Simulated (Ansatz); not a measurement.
A nudged elastic band was laid between two geometries of FH3OSi (6 atoms, charge 0, multiplicity 1).

All numbers below come from RHF/def2-SVP (Ansatz 0.2.0).

```yaml
movable_images: 7
climbing_image: yes
spring: 5.0 eV/Å²
optimiser: quadratic models (default)
start_path: through a guess of the saddle point
force_threshold: 0.05 eV/Å
iteration_limit: 60
end_points: relaxed
```

Image 0:

```xyz
6
Properties=species:S:1:pos:R:3
Si 0.321 -0.038 0.072
O 0.561 -0.097 1.686
H -0.155 -0.189 2.295
H 1.632 0.074 -0.569
F -0.543 1.267 -0.299
H -0.456 -1.191 -0.410
```

Image 8:

```xyz
6
Properties=species:S:1:pos:R:3
Si -0.017 -0.173 -0.800
O 0.967 -0.253 1.082
H 0.396 0.028 1.789
H 1.771 0.248 1.145
F -0.791 1.172 -0.232
H -0.967 -1.198 -0.209
```

Q: Which bonds break or form, and what moves?

A: Bonds broken: Si1–H4. Bonds formed: O2–H4.

Q: Give the energies along the band, and the barrier.

A: The forces met the threshold. The highest image is number 4 of 0 to 8, 4.47 eV above the first end and 1.94 eV above the last; the last end lies 2.54 eV above the first. Neighbouring images differ by up to 2.5 eV, so the band resolves the path poorly. A vibrational analysis at the climbing image gives one clearly imaginary mode, 2078i cm⁻¹: a first-order saddle point. The orbitals stay closed-shell, which can raise the energy where a bond breaks towards radicals; this wasn't checked here.

```csv
image,path coordinate (Å),energy (eV),Si1–H4 (Å),O2–H4 (Å)
0,0.00,0.00,1.46,2.50
1,0.54,0.06,1.47,2.53
2,1.09,0.22,1.47,2.39
3,1.63,1.96,1.48,1.83
4,2.17,4.47,1.63,1.25
5,2.59,3.22,2.00,0.98
6,3.01,2.67,2.49,0.95
7,3.44,2.59,2.74,0.95
8,3.86,2.54,2.68,0.95
```

Q: What is the geometry of the highest image?

A: 
```xyz
6
Properties=species:S:1:pos:R:3
Si 0.183 0.029 -0.337
O 0.689 0.122 1.417
H 0.468 -0.485 2.119
H 1.560 -0.034 0.532
F -0.775 1.307 -0.578
H -0.766 -1.115 -0.377
```

The run took 75 s on 1 thread of Intel(R) Xeon(R) Platinum 8259CL CPU @ 2.50GHz (Skylake/Cascade Lake), on a shared host, peak memory 0.12 GiB.
